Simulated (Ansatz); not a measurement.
`FCC1(F)CC1` → `C[C@@]1(F)C[C@H]1F`  (isomerisation)

Computed with Ansatz on PBE0-D4/def2-TZVP structures; ΔE is electronic, products minus reactants. CCSD(T)/CBS adds triple-zeta CCSD(T) − MP2 to the extrapolated MP2 energy (def2 sets, frozen cores). DFT in def2-TZVPP. One conformer a species, not always the lowest.

`FCC1(F)CC1`:

```xyz
12

F    -0.824   -1.801    0.468
C    -0.216   -1.301   -0.663
C     0.206    0.121   -0.430
F     0.809    0.599   -1.564
C    -0.604    1.076    0.359
C     0.738    0.594    0.868
H    -0.928   -1.353   -1.493
H     0.656   -1.922   -0.892
H    -0.656    2.090   -0.017
H    -1.499    0.706    0.842
H     0.753   -0.103    1.696
H     1.565    1.292    0.825
```

`C[C@@]1(F)C[C@H]1F`:

```xyz
12

C     0.209    0.864   -1.177
C     0.421   -0.219   -0.176
F     1.506   -1.005   -0.474
C     0.152   -0.019    1.285
C    -0.705   -0.935    0.468
F    -1.979   -0.550    0.178
H    -0.697    1.423   -0.944
H     1.058    1.552   -1.178
H     0.102    0.436   -2.176
H     0.823   -0.477    2.001
H    -0.270    0.936    1.575
H    -0.619   -2.006    0.617
```

```
    level  ΔE (kJ/mol)
   PBE-D4         -5.9
r2SCAN-D4         -4.6
   B2PLYP         -1.8
     PBE0         -4.2
```

Question: What does CCSD(T)/CBS give? (An estimate is asked.)

Answer: Ansatz gave: -1.4 kJ/mol. The listed levels differ from it by -4.5, -3.2, -0.4, -2.8 kJ/mol.

Largest T1 diagnostic among the species: 0.011.
